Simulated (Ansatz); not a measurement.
System: acetylene, C₂H₂, charge 0, multiplicity 1. SMILES: C#C
Geometry: optimised at B3LYP-D3(BJ)/def2-TZVP (Ansatz, a first-principles code).

Quantity: vertical ionisation energy (to the doublet state of charge +1; each state is the SCF solution reached for its spin), in eV. Cores are frozen in the correlated levels unless marked. Open shells are spin-unrestricted. No spin-orbit coupling. Non-relativistic. Basis-set limits of correlation are two-point, X^-3; Hartree-Fock from the larger set.

CCSD(T)/CBS(def2-TZVPPD,def2-QZVPPD) (Ansatz) gives 11.54 eV.

Q: Another calculation gave 11.36 eV. Which level was it?
A) BHLYP/def2-TZVPD (Ansatz)
B) SVWN5/def2-TZVPD (Ansatz)
C) CAM-B3LYP/def2-TZVPD (Ansatz)

A: C, CAM-B3LYP/def2-TZVPD (Ansatz). The others give 11.77 (SVWN5), 11.05 (BHLYP) eV.
